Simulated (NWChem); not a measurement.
Program: NWChem. System: Na, charge 0, spin multiplicity 2. Its SCF solution wasn't tested for a lower state. Level: UMP2/def2-TZVPD, 1 core orbitals frozen.

Output (cleaned and shortened):

```
             Northwest Computational Chemistry Package (NWChem) 7.3.0
             --------------------------------------------------------

                                NWChem Input Module
                                -------------------

 Scaling coordinates for geometry "geometry" by  1.889725989
 (inverse scale =  0.529177249)

                             Geometry "geometry" -> ""
                             -------------------------

 Output coordinates in angstroms (scale by  1.889725989 to convert to a.u.)

  No.       Tag          Charge          X              Y              Z
 ---- ---------------- ---------- -------------- -------------- --------------
    1 Na                  11.0000     0.00000000     0.00000000     0.00000000

 Effective nuclear repulsion energy (a.u.)       0.0000000000

            Nuclear Dipole moment (a.u.)
            ----------------------------
        X                 Y               Z
 ---------------- ---------------- ----------------
     0.0000000000     0.0000000000     0.0000000000

      Symmetry information
      --------------------

 Group name             D2h
 Group number             26
 Group order               8
 No. of unique centers     1

      Symmetry unique atoms

     1


 Summary of "ao basis" -> "" (spherical)
 ------------------------------------------------------------------------------
       Tag                 Description            Shells   Functions and Types
 ---------------- ------------------------------  ------  ---------------------
 *                         def2-tzvpd                 on all atoms

 Summary of "ao basis" -> "ao basis" (spherical)
 ------------------------------------------------------------------------------
       Tag                 Description            Shells   Functions and Types
 ---------------- ------------------------------  ------  ---------------------
 Na                        def2-tzvpd               13       35   5s5p3d

                                 NWChem SCF Module
                                 -----------------

  ao basis        = "ao basis"
  functions       =    35
  atoms           =     1
  alpha electrons =     6
  beta  electrons =     5
  charge          =   0.00
  wavefunction    = UHF
  use symmetry    = T
  symmetry adapt  = T

 Summary of "ao basis" -> "ao basis" (spherical)
 ------------------------------------------------------------------------------
       Tag                 Description            Shells   Functions and Types
[...]
     2   0 2 0     -9.085713     -8.011365     -1.074348      0.000000
     2   0 1 1      0.000000      0.000000      0.000000      0.000000
     2   0 0 2     -9.085713     -8.011365     -1.074348      0.000000

                   NWChem MP2 Semi-direct Energy/Gradient Module
                   ---------------------------------------------

  Basis functions       =     35
  Molecular orbitals    =     35
  Frozen core           =      1
  Frozen virtuals       =      0
  Active alpha occupied =      5
  Active beta occupied  =      4
  Active alpha virtual  =     29
  Active beta virtual   =     30
  Use MO symmetry       = T
  Use skeleton AO sym   = T

  AO/Fock/Back tols     =   1.0D-09  1.0D-09  1.0D-09

 GA uses MA = F    GA memory limited = T

 Available:
  local mem=  1.26D+08
 global mem=  1.44D+08
 local disk=  0.00D+00
  mp2_memr nvloc                    29
  nvloc new                    29
   1 passes of   5:        3145728                       6196                    312739.
   1 passes of   5: M    126154731           G      144176750           F     123009003.

 Semi-direct pass number   1 of   1  for UHF alpha       at        0.1s
  vrange nnbf                   630
  mp2_eaftype                    10  avail_ma_in_mb                  1099
 EAF : mp2_eaftype filesize          10     156369.
  mp2_eaf for mointskh                     10
Node 0 wrote      0.7 Mb in      0.0 s     Agg I/O rate:  1886.0 Mb/s
 Done moints_semi at        0.2s
  mp2_eaftype                    10  avail_ma_in_mb                  1089
 EAF : mp2_eaftype filesize          10     156369.
  mp2_eaf for kh                    10
 Done maket at        0.2s
 Done multipass loop at        0.2s

 GA uses MA = F    GA memory limited = T

 Available:
  local mem=  1.26D+08
 global mem=  1.44D+08
 local disk=  0.00D+00
  mp2_memr nvloc                    30
  nvloc new                    30
   1 passes of   4:        3145728                       5559                    259189.
   1 passes of   4: M    126154731           G      144176750           F     123009003.

 Semi-direct pass number   1 of   1  for UHF beta        at        0.2s
  vrange nnbf                   630
  mp2_eaftype                    10  avail_ma_in_mb                  1099
 EAF : mp2_eaftype filesize          10     129594.
  mp2_eaf for mointskh                     10
Node 0 wrote      0.6 Mb in      0.0 s     Agg I/O rate:  2326.1 Mb/s
 Done moints_semi at        0.2s
  mp2_eaftype                    10  avail_ma_in_mb                  1089
 EAF : mp2_eaftype filesize          10     129594.
  mp2_eaf for kh                    10
 Done maket at        0.2s
 Done multipass loop at        0.2s

          -------------------------------------------
          SCF energy                -161.851853615592
          Correlation energy          -0.163873235151
          Singlet pairs                0.000000000000
          Triplet pairs                0.000000000000
          Total MP2 energy          -162.015726850744
          -------------------------------------------

          ---------------------------------------------------
                    Spin Component Scaled (SCS) MP2
          Same spin pairs                     -0.046136869145
          Same spin scaling factor             0.333333333333
          Opposite spin pairs                 -0.117736366006
          Opposite spin scaling fact.          1.200000000000
          SCS-MP2 correlation energy          -0.156662595589
          Total SCS-MP2 energy              -162.008516211181
          ---------------------------------------------------

 -----------------------
 Performance information
 -----------------------

 Timer overhead =  9.65D-08 seconds/call

               Nr. of calls         CPU time (s)                 Wall time (s)                GFlops
             ---------------    -------------------     ------------------------------   -------------------
Name         Min   Avg   Max    Min     Avg     Max     Min     Avg     Max   Mx/calls   Min     Max     Sum
mp2: moin     2     2     2   0.12    0.12    0.12     0.12    0.12    0.12    5.79E-2   0.0     0.0     0.0
mp2: make     2     2     2   6.21E-3 6.21E-3 6.21E-3  6.21E-3 6.21E-3 6.21E-3 3.10E-3   0.0     0.0     0.0
mp2: tota     1     1     1   0.14    0.14    0.14     0.14    0.14    0.14    0.14      0.0     0.0     0.0

 The average no. of pstat calls per process was 5.00D+00
 with a timing overhead of 4.82D-07s

 Task  times  cpu:        0.2s     wall:        0.2s

 Total times  cpu:        0.2s     wall:        0.2s
```

Q: Write an NWChem input that would produce this output.

A: Several could match; the one computed here: 
```
start mol
memory heap 200 mb stack 900 mb global 1100 mb
geometry units angstroms nocenter noautoz
  Na     0.000000     0.000000     0.000000
  symmetry group D2h
end
basis spherical
  * library def2-tzvpd
end
scf
  uhf
  nopen 1
  maxiter 100
  thresh 1e-7
  semidirect memsize 60000000 filesize 0
  # guess.movecs holds the orbitals of an unrestricted PBE0 run
  vectors input guess.movecs output mol.movecs
end
mp2
  freeze core 1
end
task mp2 energy
```
